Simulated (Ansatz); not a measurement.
A made-up structure of CH$_{4}$BF, singlet:

```xyz
7
angstrom
B 0.5267 -0.0750 0.3556
C -0.7396 0.1272 -0.5076
F 0.6921 -1.3824 0.9362
H -1.4466 -0.6468 -0.6652
H -0.8794 1.0830 -0.9440
H 0.5390 0.7004 1.2048
H 1.4605 0.1608 -0.2727
```

It is relaxed with PBE-D4/def2-SVP and then PBE0-D4/def2-TZVP (Ansatz 0.2.0). Atoms count as bonded within 1.22 times the sum of their covalent radii (H–H: 0.88 Å). The end point is not checked to be a true minimum.

Does its bonding change? (Judge from chemistry; the calculation decides.)

By the calculation: Yes. Formed: H6–H7; broken: none.

Where it ends: The first stage lowers the energy by 0.82 eV in 12 steps. It ends as CH₄BF ([CH2][B]1([F])[H][H]1):
```json
{"atom": "B1", "x (Å)": "0.3076", "y (Å)": "-0.3913", "z (Å)": "0.3335"}
{"atom": "C2", "x (Å)": "-0.7651", "y (Å)": "0.0336", "z (Å)": "-0.4885"}
{"atom": "F3", "x (Å)": "0.7811", "y (Å)": "-1.4386", "z (Å)": "1.0111"}
{"atom": "H4", "x (Å)": "-1.6040", "y (Å)": "-0.5874", "z (Å)": "-0.7835"}
{"atom": "H5", "x (Å)": "-0.7873", "y (Å)": "1.0471", "z (Å)": "-0.8731"}
{"atom": "H6", "x (Å)": "0.8928", "y (Å)": "0.7790", "z (Å)": "0.8026"}
{"atom": "H7", "x (Å)": "1.3276", "y (Å)": "0.5249", "z (Å)": "0.1050"}
```

Labels in which every atom is bracketed show which atoms are joined, not bond orders.

For scale, one of the runs: PBE0-D4/def2-TZVP relaxation, 117 basis functions, launched by `ansatz run in.yaml --threads 2 --pin off --events-out ev --progress --plain --max-ram 4352MiB`. The run took about 22 s on 2 CPU threads of an Intel Xeon Platinum 8259CL (shared host).
